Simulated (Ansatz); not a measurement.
# Worked example: basis-set limit for HCl (hydrogen chloride)

The species is HCl (2 atoms), meant as a singlet with charge 0. SMILES: `Cl`. The coordinates come from a PBE0-D4/def2-TZVP relaxation.

```xyz
2

Cl    0.5460   -0.1785    0.2808
H    -0.5460    0.1785   -0.2808
```

MP2 energies, 5 core orbitals frozen (Ansatz 0.2.0):

```
          basis  X  functions  Hartree–Fock (Eh)  correlation (Eh)
jun-cc-pV(D+d)Z  2         32        -460.093802         -0.150266
jun-cc-pV(T+d)Z  3         62        -460.108484         -0.204651
```

The +d sets add a tight d function on Al to Ar only. The correlation energy converges as X⁻³, the Hartree–Fock energy about exponentially.

Q: Estimate the basis-set limit from the two largest sets.

A: 
1. Correlation: E(∞) = (3³ E(3) − 2³ E(2))/(3³ − 2³) = (27 × (-0.204651) − 8 × (-0.150266))/19 = -0.227550 Eh.
2. Hartree–Fock: take the larger basis, -460.108484 Eh; it moved by -14.68 mEh in the last step.
3. Total: -460.108484 + (-0.227550) = -460.336034 Eh.
4. jun-cc-pV(T+d)Z holds 89.9 % of the extrapolated correlation energy, jun-cc-pV(D+d)Z 66.0 %.

This is an estimate of the method's limit, not an exact energy. Double-zeta sets lie outside the range where X⁻³ holds well, so a D–T extrapolation is rough.
